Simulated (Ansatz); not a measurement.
# MgNaH (singlet): from Hartree-Fock to the top rungs at distance Na1–Mg2 = 3.646 Å, cc-pVTZ

One table from this session's results is given with a row withheld; the runs are named, their logs left out.

The runs use Ansatz 0.2.0, Gaussian basis; cc-pVTZ, core rule «outside noble gas», up to 10 orbitals frozen.

Plan: UHF; CCSD(T) on RHF; CCSD(T) on UHF; BCCD(T) on RHF; CCSDT(Q) on RHF; CCSDT(Q) on UHF; Full CI.

40 further runs of the same task are left out: 23 for a known fault of the program, 13 that didn't finish, 4 set aside as unsound or not needed. Runs told in other sessions of the task aren't counted.

## The geometry

The geometry derives from a PBE0/def2-TZVP stationary point (not a proven minimum). One bond is set to the value named and the two fragments are kept rigid.

3 atoms, charge 0, spin multiplicity 1.

Atoms are counted from 1 here; the program's logs count them from 0.

Bond lengths: Mg2–H3 1.747 Å.

Set-up of the first run:

Input file in.yaml:

```yaml
crystal:
  periodic: [false, false, false]
  atoms:
    - {symbol: Na, position_ang: [0.000000, 0.000000, 3.013133]}
    - {symbol: Mg, position_ang: [0.000000, 0.000000, -0.632867]}
    - {symbol: H, position_ang: [0.000000, 0.000000, -2.380267]}
basis:
  gaussian: {orbitals: cc-pVTZ}
magnetization: {spin_polarized: true, initial_magnetization: 0}
hamiltonian: {xc: hf}
output: {orbitals: {seedname: orbitals}}
```

Started as:

```sh
ansatz run in.yaml --threads 1 --pin off --events-out ev --progress --plain --max-ram 2393MiB
```

Steps of the session up to this table: UHF; CCSD(T) on RHF; CCSD(T) on UHF; BCCD(T) on RHF; CCSDT(Q) on RHF; CCSDT(Q) on UHF; Full CI.

One of the session's tables, all rows but one given; the rest of the session is left out.

```
   method  from FCI (kJ/mol)
      RHF             +186.0
      UHF             +181.3
     RMP2              +48.6
    RCCSD                  ?
 RCCSD(T)               +1.0
  BCCD(T)               +1.0
   RCCSDT               +0.2
RCCSDT(Q)                0.0
      FCI                  0
```

Q: Estimate the row for RCCSD from the others.

As computed: from FCI (kJ/mol): +3.8. In the column «from FCI (kJ/mol)» it lies between BCCD(T) (+1.0) and RMP2 (+48.6).

Not comparable, so not listed: CCSD(T) on UHF; CCSDT(Q) on UHF (they don't share determinant, frozen orbitals or solution with the rows shown, or repeat one).
